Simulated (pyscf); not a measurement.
PySCF, gas phase, ωB97X-D3(BJ)/def2-SVP geometries.

**Question.** HO–SiH₂–O–Ga (SMILES O[SiH2][O][Ga]) [singlet] + H₂ (SMILES [H][H]) → GaH (SMILES [GaH]) [singlet] + HO–SiH₂–OH (SMILES O[SiH2]O)
Surface: singlet. Broken: Ga–O, H–H, H–Si. Formed: Ga–H, H–O, H–Si. Give ΔE‡ and ΔE from ωB97M-D3(BJ)/def2-TZVP, relative to the separated reactants.

**Answer.** ΔE‡ = 50.3 kcal/mol, ΔE = +34.0 kcal/mol. Zero-point energy shifts the barrier by +2.6 kcal/mol. It is a multi-bond step, with an imaginary mode of 1365i cm⁻¹. On the product side the descent ends in an adduct with a Ga–Si, H–Si contact, 10.7 kcal/mol under the separated species and 23.5 kcal/mol under the saddle at ωB97X-D3(BJ)/def2-TZVP. What is counted as broken (H–Si) persists as a longer contact in the product adduct; parting that adduct is a step of its own. At the saddle there is also a short H–Si contact that neither side keeps. This saddle turned up in a search for another step; its sides and bond changes are read from the two ends of the descent. One saddle was located; it need not be the lowest between these sides. Elements up to Kr have no core potential and no relativistic terms here.
